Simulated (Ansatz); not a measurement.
System: fcc Ni. Method: PBE (Ansatz, a first-principles code, PAW).

Numerical settings: plane-wave cutoff 520 eV, 26×26×26 k mesh, Fermi–Dirac smearing 0.05 eV, spin-polarised with parallel moments, scalar-relativistic PAW data made under PBE.

Cell (relaxed at this level):

```xyz
1
Lattice="0.0000 1.7595 1.7595 1.7595 0.0000 1.7595 1.7595 1.7595 0.0000" Properties=species:S:1:pos:R:3 pbc="T T T"
Ni     0.0000     0.0000     0.0000
```
Starting moments (μB, in the order of the record's atoms Ni): 0.8.

Question: Give the computed bulk modulus B0, magnetic moment per atom (the cell's total over its atoms) and pressure derivative B′ of the bulk modulus.

Answer: 
- bulk modulus B0 = 197 GPa
- magnetic moment per atom (the cell's total over its atoms) = 0.64 μB
- pressure derivative B′ of the bulk modulus = 4.8

The run finds no gap.

Measured, for comparison: bulk modulus 192 GPa (0 K value with the zero-point phonon effect removed, our sources range from 186 to 195; as tabulated in Mejia-Rodriguez and Trickey (2018), arXiv:1807.09216). Computed (rounded) less measured: bulk modulus +3 % (+1 % to +6 % over the range).

Moments are spin moments.

Computed values are for the static lattice.

The result took around 2.8 core-minutes (rough).
